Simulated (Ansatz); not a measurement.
An input meant for CH8Si2⁺, that is SiH2Me(SiH3) with one electron fewer (charge 1, doublet).

```yaml
crystal:
  periodic: [false, false, false]
  atoms:
    - {symbol: C, position_ang: [-0.366113, 3.279876, -0.225206]}
    - {symbol: Si, position_ang: [1.323050, 0.335605, 0.926030]}
    - {symbol: Si, position_ang: [-0.703802, -3.351487, -0.521500]}
    - {symbol: H, position_ang: [1.391658, 0.283081, 3.775383]}
    - {symbol: H, position_ang: [4.020882, 0.319788, 0.005445]}
    - {symbol: H, position_ang: [0.596295, 5.005212, 0.472756]}
    - {symbol: H, position_ang: [-2.346893, 3.315073, 0.455575]}
    - {symbol: H, position_ang: [-0.394058, 3.348042, -2.318738]}
    - {symbol: H, position_ang: [-3.377546, -3.466095, 0.455594]}
    - {symbol: H, position_ang: [0.665171, -5.692637, 0.343183]}
    - {symbol: H, position_ang: [-0.808663, -3.376477, -3.368520]}
basis:
  gaussian: {orbitals: "6-31++G**"}
total_charge: 1
magnetization: {spin_polarized: true, initial_magnetization: 1}
hamiltonian: {xc: {name: CAM-B3LYP}}
scf: {lower_state_search: light}
output: {forces: true}
```

```sh
$ ansatz run in.yaml --threads 2 --pin off --events-out ev --progress --plain --max-ram 4352MiB
```

Shortened log:

```
Functional definition: CAM-B3LYP
  name "CAM-B3LYP"
  cite "Yanai, Tew & Handy, Chem. Phys. Lett. 393, 51 (2004) doi:10.1016/j.cplett.2004.06.011"
  cite "Iikura, Tsuneda, Yanai & Hirao, J. Chem. Phys. 115, 3540 (2001) doi:10.1063/1.1383587"
  cite "Becke, Phys. Rev. A 38, 3098 (1988) doi:10.1103/PhysRevA.38.3098"
  cite "Lee, Yang & Parr, Phys. Rev. B 37, 785 (1988) doi:10.1103/PhysRevB.37.785"
  cite "Vosko, Wilk & Nusair, Can. J. Phys. 58, 1200 (1980) doi:10.1139/p80-159"
  parameter alpha = 0.19
  parameter beta = 0.46
  parameter omega = 0.33/bohr
  parameter ac = 0.81
  # Exact exchange under (alpha + beta erf(omega r))/r, Becke's under what is left of 1/r.
  exchange = (1 - alpha - beta)*b88_x + beta*b88_x_sr(omega) + alpha*exact_x + beta*exact_x_lr(omega)
  correlation = (1 - ac)*vwn5_c + ac*lyp_c
985 factors; integrals over basis functions are off by at most 5.4e-4 eV
374 factors; integrals over basis functions are off by at most 4.4e-5 eV
mean field evaluation 1: about -16861.7030 eV, gradient 4.4e1 eV
mean field evaluation 2: about -16604.3728 eV, gradient 6.9e1 eV
mean field evaluation 4: about -16596.0610 eV, gradient 1.1e2 eV
mean field evaluation 8: about -16880.4665 eV, gradient 2.6e0 eV
mean field evaluation 16: about -16881.3870 eV, gradient 1.5e0 eV
mean field evaluation 32: about -16881.4430 eV, gradient 4.8e-2 eV
mean field evaluation 64: about -16880.5947 eV, gradient 6.3e-1 eV
mean field evaluation 96: about -16880.6507 eV, gradient 3.7e-1 eV
mean field evaluation 128: about -16876.6795 eV, gradient 7.1e0 eV
mean field evaluation 160: about -16881.1518 eV, gradient 2.7e0 eV
mean field -16881.44323689 eV, -620.3815963027 hartree, gradient 8.1e-9 eV, S^2 4.845767; 8 other end points of the search recorded, 0 dependent functions left out
the calculation of the forces begins
reference -16881.44356332 eV, -620.3816082986 hartree; 21, 20 occupied and 92, 93 virtual orbitals, 985 factors
Total energy: -16881.44356332 eV, -620.3816082986 hartree
Atom 0 at    -0.366113     3.279876    -0.225206 Å, force    -0.872227     1.542281    -0.595375 eV/Å
Atom 1 at     1.323050     0.335605     0.926030 Å, force     0.460867    -0.284953     0.317388 eV/Å
Atom 2 at    -0.703802    -3.351487    -0.521500 Å, force     0.293606    -0.304542     0.153502 eV/Å
Atom 3 at     1.391658     0.283081     3.775383 Å, force    -0.055388     0.031029    -0.651143 eV/Å
Atom 4 at     4.020882     0.319788     0.005445 Å, force    -0.630859     0.022971     0.173608 eV/Å
Atom 5 at     0.596295     5.005212     0.472756 Å, force    -0.917905    -1.601338    -0.665115 eV/Å
Atom 6 at    -2.346893     3.315073     0.455575 Å, force     1.832383    -0.010118    -0.640130 eV/Å
Atom 7 at    -0.394058     3.348042    -2.318738 Å, force     0.015871    -0.040912     1.940228 eV/Å
Atom 8 at    -3.377546    -3.466095     0.455594 Å, force     0.284780     0.016764    -0.180056 eV/Å
Atom 9 at     0.665171    -5.692637     0.343183 Å, force    -0.351163     0.618852    -0.216637 eV/Å
Atom 10 at    -0.808663    -3.376477    -3.368520 Å, force    -0.059964     0.009968     0.363730 eV/Å
Dipole moment:     0.005652    -0.721689     0.007537 e Å
```

Problem. What is wrong with this run?

Solution. The coordinates are in bohr but typed as ångström. The run converged. The result belongs to that input, not to the species as meant. The charge 1 doublet is spin-contaminated (final ⟨S²⟩ up to 4.85, 0.75 for a pure state).
